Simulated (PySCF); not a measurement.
Species: C5H8F (doublet state).
Structure used (GFN2-xTB), in Å, numbered top down from 1:
```
atom  x, y, z in Å
F1     2.5114    0.9739   -0.0324
C2     1.6976   -0.0915   -0.3360
C3     0.4313   -0.0640    0.5198
C4    -0.5571   -1.1313    0.2278
C5    -1.6284   -0.1854   -0.1611
C6    -0.6465    0.9692    0.1191
H7     1.4599   -0.0157   -1.4015
H8     2.2786   -0.9999   -0.1446
H9     0.7500    0.0069    1.5679
H10   -0.4733   -2.1973    0.1761
H11   -1.9739   -0.2644   -1.1975
H12   -2.5194   -0.1974    0.4746
H13   -0.3835    1.5589   -0.7555
H14   -0.9474    1.6376    0.9213
```

The hyperfine couplings belong to this conformer and change with its torsions.

As a line formula: `FC[C@@H]1[CH]CC1` [radical].

Theory: UKS B3LYP, pcH-1 on C F H, non-relativistic, mean-field spin-orbit, GIAO (PySCF). Isolated species at its GFN2-xTB geometry (one conformer only). Couplings are sensitive to structure, and on GFN2-xTB geometries they can be far from those on DFT ones. No stability test was run, so a lower SCF solution isn't excluded.

The Mulliken spin populations are largest on C4 (+1.01), C5 (-0.09) and C3 (-0.08). No atom but C4 exceeds +0.15. The angles at C4 add up to 359.4°, so it is planar; its axial dipolar tensor and the negative coupling of its proton fit spin in a p orbital normal to that plane.

(1) McConnell's relation a(H) = Q·ρ ties the coupling of a proton on a planar π carbon to the spin population of that carbon. What Q do the computed values give?

(2) How do the β-proton couplings of this frozen conformer go with θ, the angle between the C–H bond and the normal to the plane of the spin centre's three neighbours, both seen down the bond from centre to carbon?

Results:

(1) 
| H | C | ρ(C) | a(H) (G) | a/ρ (G) |
| --- | --- | --- | --- | --- |
| H10 | C4 | +1.010 | -22.23 | -22.0 |

One proton gives one ratio, Q = -22.0 G, and no test of linearity. In McConnell's picture π spin on carbon polarises the C–H bond and leaves opposite spin at the proton, which makes Q negative, as found here.

(2) 
```
β H  on  centre  θ (°)  cos²θ   a (G)
 H9  C3      C4     23   0.84  +42.54
H11  C5      C4     30   0.75  +42.67
H12  C5      C4     24   0.83  +43.82
```

Couplings in gauss use g_iso = 2.0026.

On one thread of an Arm Neoverse V2, on a shared host, this took 38 s (grids of density and orbitals included) and 0.84 GiB of memory at its peak.
